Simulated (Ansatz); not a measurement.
System: solid CO2 (dry ice). Method: r²SCAN (PAW; Ansatz, a program for electronic structure).

Numerical settings: plane-wave cutoff 500 eV, 4×4×4 k mesh, gaussian smearing 0.02 eV, scalar-relativistic PAW data made under PBE.

Computed at the level's own relaxed cell.

### Question
What does this level give for the equilibrium volume per atom and lattice parameter a?

### Answer

- equilibrium volume per atom: 14.47 Å³/atom
- lattice parameter a: 5.579 Å

Measured, for comparison: equilibrium volume per atom 14.32 Å³/atom, lattice constant a 5.56 Å (5 K, zero-point motion not removed; as tabulated in Tran et al. (2019), arXiv:1903.00284). Computed (rounded) less measured: equilibrium volume per atom +1.0 %, lattice constant a +0.3 %.

Note: the cell comes from a level without a dispersion term, which matters for the spacing of layers, chains or molecules.
